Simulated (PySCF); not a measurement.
# C4H8F+ (SMILES C[CH+]C(C)F): levels of theory compared

Wanted: a comparison of 5 runs (HF/def2-SVP, CAM-B3LYP/6-31G*, B3LYP/6-31G*, PBE0/def2-SVP, SVWN5/def2-TZVP) of C4H8F+. The job is set up through a Python script.

The results are computed with PySCF 2.14.0.

### Step 1. The structure to begin with

C4H8F+ has 13 atoms, charge +1, and is taken as a singlet. SMILES: `C[CH+]C(C)F`. Geometry: relaxed at GFN2-xTB. This is one conformer, not always the lowest.

Bond lengths: C1–C2 1.424 Å, C2–C3 1.442 Å, C3–C4 1.539 Å, C3–F5 1.356 Å, C1–H6 1.087 Å, C1–H7 1.105 Å, C1–H8 1.100 Å, C2–H9 1.091 Å, C3–H10 1.120 Å, C4–H11 1.084 Å, C4–H12 1.088 Å, C4–H13 1.087 Å. Some angles: C1–C2–C3 126.2°, C2–C3–C4 119.1°, C2–C3–F5 111.6°, C4–C3–F5 110.3°, C1–C2–H9 118.3°, C3–C2–H9 115.5°, C2–C1–H6 115.6°, C2–C1–H7 107.4°, C2–C1–H8 110.9°, C2–C3–H10 103.1°.

### Step 2. Energy and forces at HF/def2-SVP (run 1)

Contents of geometry.xyz:

```xyz
13

C     -0.727320    -1.042760     1.128970
C      0.461940    -0.318820     0.830530
C      0.587840     0.759480    -0.118630
C     -0.038050     0.603720    -1.516030
F      1.870970     1.186440    -0.221680
H     -1.624590    -0.705570     0.615710
H     -0.534510    -2.104700     0.893980
H     -0.883660    -1.110160     2.215340
H      1.374180    -0.578910     1.369040
H      0.027580     1.595960     0.372570
H     -1.089350     0.345450    -1.456510
H      0.504540    -0.169460    -2.055200
H      0.070430     1.539330    -2.058090
```

Contents of input.py:

```python
from pyscf import gto, scf

system = gto.M(
    atom='geometry.xyz',
    max_memory=1860,
    charge=1,
    spin=0,
    basis='def2-svp',
    verbose=4,
)

myscf = scf.RHF(system)
myscf.conv_tol = 1e-10
myscf.kernel()
if not myscf.converged:
    myscf = myscf.newton().run(myscf.mo_coeff, myscf.mo_occ)

e_tot = myscf.e_tot
print('E(%s) = %.9f' % ('HF', e_tot))
grad = myscf.nuc_grad_method().kernel()
dip = myscf.dip_moment()
pop, q = myscf.mulliken_pop()
```

On the command line:

```console
OMP_NUM_THREADS=1 python input.py
```

What it wrote:

```text
PySCF version 2.14.0

[... 71 lines left out ...]
converged SCF energy = -255.058452126396
[... 13 lines left out ...]
WARN: System has nonzero charge 1; the dipole moment is origin-dependent.
[... 2 lines left out ...]
Dipole moment(X, Y, Z, Debye): -1.05795, -2.00466,  2.86215
[... 124 lines left out ...]
charge of   12H =      0.12474
```

Wall time 16 s (1 thread of Intel Xeon at 2.70GHz, shared host); peak memory 0.26 GiB.

### Step 3. Energy and forces at CAM-B3LYP/6-31G(d) (spherical functions) (run 2)

Contents of input.py:

```python
# C[CH+]C(C)F
import pyscf.grad
from pyscf import gto, dft

mol = gto.Mole()
mol.atom = '''
C     -0.727320    -1.042760     1.128970
C      0.461940    -0.318820     0.830530
C      0.587840     0.759480    -0.118630
C     -0.038050     0.603720    -1.516030
F      1.870970     1.186440    -0.221680
H     -1.624590    -0.705570     0.615710
H     -0.534510    -2.104700     0.893980
H     -0.883660    -1.110160     2.215340
H      1.374180    -0.578910     1.369040
H      0.027580     1.595960     0.372570
H     -1.089350     0.345450    -1.456510
H      0.504540    -0.169460    -2.055200
H      0.070430     1.539330    -2.058090
'''
mol.max_memory = 1860
mol.basis = '6-31g*'
mol.charge = 1
mol.verbose = 4
mol.build()

mf = dft.RKS(mol, xc='cam-b3lyp')
mf.conv_tol = 1e-10
mf.grids.level = 5
mf.kernel()
if not mf.converged:
    mf = mf.newton().run(mf.mo_coeff, mf.mo_occ)

energy = mf.e_tot
print('Final energy', energy)
grad = mf.Gradients().kernel()
mf.analyze()
```

On the command line:

```console
OMP_NUM_THREADS=1 python input.py
```

What it wrote:

```text
PySCF version 2.14.0

[... 113 lines left out ...]
MO #6   energy= -1.47960293803133  occ= 2
[... 15 lines left out ...]
MO #22  energy= -0.0629394337369353 occ= 0
[... 15 lines left out ...]
MO #38  energy= 0.421105725403458  occ= 0
[... 15 lines left out ...]
MO #54  energy= 0.873988599642972  occ= 0
[... 15 lines left out ...]
MO #70  energy= 1.82494272391715   occ= 0
[... 15 lines left out ...]
MO #86  energy= 2.95164908236127   occ= 0
[... 103 lines left out ...]
WARN: System has nonzero charge 1; the dipole moment is origin-dependent.
Location of origin: [0. 0. 0.]

Dipole moment(X, Y, Z, Debye): -0.83355, -1.65392,  2.56312
```

It took 70 s on 1 thread of Intel Xeon at 2.70GHz, shared host; peak memory 0.88 GiB.

Runs 3 to 4 aren't shown in full; the table further down has their settings and results.

### Step 4. Energy and gradient at SVWN5/def2-TZVP (run 5)

Contents of input.py:

```python
# C[CH+]C(C)F
import pyscf.grad
from pyscf import gto, dft

mol = gto.M(
    atom=[
    ('C', (-0.727320, -1.042760, 1.128970)),
    ('C', (0.461940, -0.318820, 0.830530)),
    ('C', (0.587840, 0.759480, -0.118630)),
    ('C', (-0.038050, 0.603720, -1.516030)),
    ('F', (1.870970, 1.186440, -0.221680)),
    ('H', (-1.624590, -0.705570, 0.615710)),
    ('H', (-0.534510, -2.104700, 0.893980)),
    ('H', (-0.883660, -1.110160, 2.215340)),
    ('H', (1.374180, -0.578910, 1.369040)),
    ('H', (0.027580, 1.595960, 0.372570)),
    ('H', (-1.089350, 0.345450, -1.456510)),
    ('H', (0.504540, -0.169460, -2.055200)),
    ('H', (0.070430, 1.539330, -2.058090)),
],
    verbose=4,
    spin=0,
    basis='def2-tzvp',
    max_memory=1860,
    charge=1,
)

mf = dft.RKS(mol)
mf.xc = 'svwn'
mf.grids.level = 5
mf.conv_tol = 1e-10
mf.kernel()
if not mf.converged:
    mf = mf.newton().run(mf.mo_coeff, mf.mo_occ)

etot = mf.e_tot
print(f'total energy: {etot:.8f} hartree')
grad = mf.Gradients().kernel()
dip = mf.dip_moment()
pop, q = mf.mulliken_pop()
```

On the command line:

```console
OMP_NUM_THREADS=1 python input.py
```

What it wrote:

```text
PySCF version 2.14.0

[... 89 lines left out ...]
converged SCF energy = -254.724708552662
total energy: -254.72470855 hartree
[... 13 lines left out ...]
WARN: System has nonzero charge 1; the dipole moment is origin-dependent.
[... 2 lines left out ...]
Dipole moment(X, Y, Z, Debye): -1.09124, -1.51807,  2.23456
[... 217 lines left out ...]
charge of   12H =      0.23148
```

It took 5.1 min on 1 thread of Intel Xeon at 2.70GHz, shared host; peak memory 0.78 GiB.

### Step 5. All runs side by side

```
run                                   level  integration grid  Cartesian functions  energy (Eh)  HOMO energy (eV)  LUMO energy (eV)  HOMO–LUMO gap (eV)  wall time
  1                             HF/def2-SVP                 –                   no  -255.058452            -18.98             -5.47               13.51       16 s
  2  CAM-B3LYP/6-31G* (spherical functions)                 5                   no  -256.612083            -16.32             -8.28                8.04       70 s
  3      B3LYP/6-31G* (Cartesian functions)                 5                  yes  -256.743880            -14.66             -9.68                4.98       51 s
  4                           PBE0/def2-SVP                 5                   no  -256.260868            -15.07             -9.60                5.47       61 s
  5                         SVWN5/def2-TZVP                 5                   no  -254.724709            -13.66            -10.64                3.02    5.1 min
```

### Step 6. Outcome

| quantity | value |
| --- | --- |
| run 5: total energy | -254.72471 Eh |
| run 5: HOMO energy | -13.66 eV |
| run 5: LUMO energy | -10.64 eV |
| run 5: HOMO–LUMO gap | 3.02 eV |
| run 5: largest force on an atom | 0.868 eV/Å |

The HOMO–LUMO gap runs from 3.02 eV (SVWN5/def2-TZVP) to 13.51 eV (HF/def2-SVP). The two ends differ in method and basis. Totals of different functionals can't be ranked against each other. All runs together took 8.4 min, the longest 5.1 min.
